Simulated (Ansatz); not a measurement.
Method: Ansatz 0.2.0, DFT, LDA (PW92), plane waves (420 eV) with PAW, scalar-relativistic. (PAW data from PBE, frozen cores regenerated.)

An element in the hcp structure gives this curve. The cell is scaled uniformly from the relaxed one, with fractional coordinates and shape fixed. Energies are extrapolated to zero smearing, pressures are those at the given smearing. Magnetic state: spin not included.

```json
{"V (Å³/atom)": "19.170", "E − E₀ (meV/atom)": "120.8", "P (GPa)": "16.36"}
{"V (Å³/atom)": "20.041", "E − E₀ (meV/atom)": "50.2", "P (GPa)": "9.95"}
{"V (Å³/atom)": "20.912", "E − E₀ (meV/atom)": "11.7", "P (GPa)": "4.57"}
{"V (Å³/atom)": "21.784", "E − E₀ (meV/atom)": "0.0", "P (GPa)": "0.05"}
{"V (Å³/atom)": "22.655", "E − E₀ (meV/atom)": "11.0", "P (GPa)": "-3.77"}
{"V (Å³/atom)": "23.526", "E − E₀ (meV/atom)": "41.0", "P (GPa)": "-6.99"}
{"V (Å³/atom)": "24.398", "E − E₀ (meV/atom)": "87.2", "P (GPa)": "-9.70"}
```

Question: Which element is it?
A. zirconium
B. hafnium
C. cadmium
D. tin

Answer: A. Its fit is V₀ = 21.77 Å³/atom, B₀ = 104 GPa, B₀′ = 3.3.
